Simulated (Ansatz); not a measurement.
A run of Ansatz (development build ahead of 0.2.0) on doublet H₄O₂(+) at this shape:

```yaml
atoms:
  - { symbol: O, position_ang: [0.7966, 1.2557, 0.3852] }
  - { symbol: H, position_ang: [1.1520, 1.2592, 1.2600] }
  - { symbol: H, position_ang: [0.3521, 0.4215, 0.2965] }
  - { symbol: O, position_ang: [-0.7334, -1.1652, -0.3830] }
  - { symbol: H, position_ang: [-0.2961, -1.4508, -1.1722] }
  - { symbol: H, position_ang: [-1.5441, -0.7714, -0.6715] }
```

Its results:

```
Converged                       : yes
Reference energy                : -151.55953 hartree
Correlation energy              : -0.35372 hartree
Total energy                    : -151.91325 hartree
Spin squared of the determinant : 0.756
Stability test                  : minimum
```

Forces (eV/Å):
```
atom      Fx      Fy      Fz
  O1   0.519   2.633  -1.916
  H2   1.227   0.283   2.690
  H3  -2.189  -3.634  -0.993
  O4   1.250   1.107   1.752
  H5   0.323  -0.572  -1.049
  H6  -1.130   0.183  -0.485
```

(1) Which input gives this output? Name the method, the orbitals and the basis set, and write the input.

Answers

(1) UHF-MP2 in def2-SVP.

```yaml
crystal:
  periodic: [false, false, false]
  atoms:
    - { symbol: O, position_ang: [0.79664, 1.25569, 0.38524] }
    - { symbol: H, position_ang: [1.15195, 1.25916, 1.25997] }
    - { symbol: H, position_ang: [0.35213, 0.42155, 0.29653] }
    - { symbol: O, position_ang: [-0.73337, -1.1652, -0.38299] }
    - { symbol: H, position_ang: [-0.29613, -1.45077, -1.17215] }
    - { symbol: H, position_ang: [-1.54412, -0.77141, -0.67149] }
basis:
  gaussian: { orbitals: def2-SVP }
total_charge: 1
magnetization:
  spin_polarized: true
  initial_magnetization: 1
hamiltonian:
  xc: hf
correlation:
  method: mp2
  frozen_orbitals: { H: 0, O: 1 }
output:
  forces: true
```

Caution: MP2 on this radical cation hangs on the determinant chosen.
